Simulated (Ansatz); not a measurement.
A made-up structure of C₂H₆, closed shell:

C1  (-0.327, 0.132, -0.672)
C2  (0.327, -0.132, 0.672)
H3  (0.070, -0.530, -1.446)
H4  (0.976, -0.965, 0.764)
H5  (-0.159, 1.160, -1.002)
H6  (-0.070, 0.530, 1.446)
H7  (1.407, 0.026, 0.629)
H8  (0.159, -1.160, 1.002)
(Å)

It is relaxed with PBE-D4/def2-SVP and then PBE0-D4/def2-TZVP (Ansatz 0.2.0). Atoms count as bonded within 1.22 times the sum of their covalent radii (H–H: 0.88 Å). The end point is not checked to be a true minimum.

Task: Does its bonding change? (A judgement: the text doesn't fix the answer.)

Result: Computed: Yes. Formed: H4–H7; broken: C2–H4, C2–H7, H4–H8.

Where it ends: The first stage lowers the energy by 5.78 eV in 22 steps. It ends as a complex of C₂H₄ (C=C) + H₂:
```
atom    x (Å)    y (Å)    z (Å)
  C1  -0.3114   0.1288  -0.7347
  C2  -0.7196  -0.1953   0.4815
  H3  -0.1392  -0.6234  -1.4969
  H4   2.3912  -0.3322   0.9419
  H5  -0.1318   1.1601  -1.0191
  H6  -0.8913   0.5569   1.2439
  H7   3.0844  -0.4073   1.2104
  H8  -0.8988  -1.2266   0.7660
```

For scale, one of the runs: PBE0-D4/def2-TZVP relaxation, 98 basis functions, launched by `ansatz run in.yaml --threads 2 --pin off --events-out ev --progress --plain --max-ram 4352MiB`. The run took about 16 s on 2 CPU threads of an Arm Neoverse V1 (shared host).
